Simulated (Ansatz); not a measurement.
Ansatz (an electronic-structure program) input (PBE0/def2-QZVPP):
A basis named .json is the Basis Set Exchange file of that set.

Ansatz 0.2 input:
```yaml
crystal:
  periodic: [false, false, false]
  atoms:
    - {symbol: C, position_ang: [-0.01425270, 0.12435824, 1.95470681]}
    - {symbol: C, position_ang: [-0.00757315, -0.19118066, 0.64278123]}
    - {symbol: C, position_ang: [-0.00245344, -0.56690684, -0.56877122]}
    - {symbol: C, position_ang: [0.01816492, 0.29533709, -1.79293461]}
    - {symbol: H, position_ang: [-0.94020781, 0.24704578, 2.51109267]}
    - {symbol: H, position_ang: [0.90535390, 0.22409239, 2.52600983]}
    - {symbol: H, position_ang: [0.03014765, 1.38655717, -1.59635947]}
    - {symbol: H, position_ang: [0.89256220, 0.07548540, -2.42067109]}
    - {symbol: H, position_ang: [-0.85116970, 0.09717232, -2.43476519]}
basis:
  gaussian:
    orbitals: def2-QZVPP.json
hamiltonian:
  xc: {name: PBE0}
total_charge: -1
```

End of the output:

```
integrals: 0.26 GiB planned
998 factors; their error is unknown
mean field: 2.67 GiB planned
mean field evaluation 1: about -4218.4451 eV, gradient 4.5e1 eV
mean field evaluation 2: about -4214.9873 eV, gradient 5.4e1 eV
mean field evaluation 4: about -4223.5284 eV, gradient 5.3e0 eV
mean field evaluation 8: about -4223.5973 eV, gradient 1.5e-1 eV
mean field evaluation 16: about -4223.5985 eV, gradient 3.6e-5 eV
mean field -4223.59848728 eV, -155.2143815497 hartree, gradient 3.6e-5 eV, S^2 0.000000; 0 other end points of the search recorded, 0 dependent functions left out
reference -4223.59852205 eV, -155.2143828275 hartree; 15, 15 occupied and 363, 363 virtual orbitals, 998 factors
Total energy: -4223.59852205 eV, -155.2143828275 hartree
```

It need not be the lowest isomer of its formula. Whether it binds its extra electron was not tested at this geometry.
